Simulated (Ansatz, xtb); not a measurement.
## A geometry optimisation of H3N2O with r2SCAN-D4/def2-SVP

The starting geometry of this gas-phase doublet has its atoms placed at random.

```xyz
6

N     0.1293    0.1809   -0.4443
N     0.2528   -1.3816    0.2157
O     1.2939    0.9063   -0.2357
H     1.6164    0.0226   -0.1233
H     0.3338    0.5385   -1.5129
H    -0.0889    0.9532    0.5274
```

Q: One run relaxed it with r2SCAN-D4/def2-SVP. What is a likely outcome?

A: It loosens into HN2 + H2O, which stay close as a complex. Distances that change by over a tenth: N1–H6 (1.26 → 1.07 Å). Contacts that open: N1–O3 (1.39 → 2.86 Å), N1–H5 (1.15 → 3.37 Å). Contacts that close: N1–N2 (1.70 → 1.18 Å), O3–H5 (1.64 → 0.97 Å).

The energy falls by 8.42 eV over 48 steps:

```json
{"step": "1", "E − E(last) (eV)": "8.416"}
{"step": "6", "E − E(last) (eV)": "2.969"}
{"step": "11", "E − E(last) (eV)": "2.826"}
{"step": "17", "E − E(last) (eV)": "1.472"}
{"step": "22", "E − E(last) (eV)": "0.176"}
{"step": "27", "E − E(last) (eV)": "0.023"}
{"step": "32", "E − E(last) (eV)": "0.008"}
{"step": "38", "E − E(last) (eV)": "0.006"}
{"step": "43", "E − E(last) (eV)": "0.002"}
{"step": "48", "E − E(last) (eV)": "0.000"}
```

Final geometry (Å):

```xyz
6

N    -0.9476   -0.2897    0.0683
N    -0.3336   -1.2891    0.1876
O     1.5513    1.0301   -0.3478
H     1.7807    0.1263   -0.0830
H     1.8293    1.0704   -1.2728
H    -0.3429    0.5718   -0.1254
```

From the same start GFN2-xTB ends elsewhere, in pieces: H2N2 + HO.

From so rough a start the end depends on the optimiser's path, so another program may land elsewhere. No frequencies were run, so the end isn't proven a minimum. Open shells are spin-unrestricted. Run with Ansatz 0.2.0, 2.7 min on 1 thread of Arm Neoverse V1, on a shared host.
